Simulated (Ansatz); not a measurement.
**AlNH₂ (triplet): from Hartree-Fock to the top rungs, def2-QZVPP**

An exercise on one series of results from a longer session: the logs are not shown, and one member is left open.

Program: Ansatz 0.2.0, Gaussian basis. Level of theory: def2-QZVPP, core rule «outside noble gas», up to 6 orbitals frozen. These are calculated values, not measurements.

To be run: UHF; ROHF; CCSD(T) on UHF.

2 further runs of the same task are left out: 2 set aside as unsound or not needed.

### The system

The geometry is a PBE0/def2-TZVP stationary point (not a proven minimum).

4 atoms, charge 0, spin multiplicity 3.

Atoms are counted from 1 here; the program's logs count them from 0.

Bond lengths: Al1–N2 1.882 Å, Al1–H3 1.583 Å, Al1–H4 1.583 Å. Angles: N2–Al1–H3 118.0°, N2–Al1–H4 118.0°, H3–Al1–H4 123.9°.

The first run:

in.yaml reads:

```yaml
crystal:
  periodic: [false, false, false]
  atoms:
    - {symbol: Al, position_ang: [0.000000, 0.000000, 0.578264]}
    - {symbol: N, position_ang: [0.000000, 0.000000, -1.304184]}
    - {symbol: H, position_ang: [0.000000, 1.396938, 1.321934]}
    - {symbol: H, position_ang: [0.000000, -1.396938, 1.321934]}
basis:
  gaussian: {orbitals: "def2-QZVPP.json"}
magnetization: {spin_polarized: true, initial_magnetization: 2}
hamiltonian: {xc: hf}
output: {orbitals: {seedname: orbitals}}
```

Started as:

```console
> ansatz run in.yaml --threads 1 --pin off --events-out ev --progress --plain --max-ram 2393MiB
```

Steps of the session up to this table: UHF; ROHF; CCSD(T) on UHF.

One table of the session follows, with a row left open; its other results are not shown here.

It belongs to the step «Misses and costs». 

```
  method  from UCCSD(T) (kcal/mol)
    ROHF                   +167.28
     UHF                   +163.40
    UMP2                    +23.76
   UCCSD                         ?
UCCSD(T)                         0
```

Estimate the missing values for UCCSD.

**Answer.** from UCCSD(T) (kcal/mol): +4.68. In the column «from UCCSD(T) (kcal/mol)» it lies between UCCSD(T) (0) and UMP2 (+23.76).
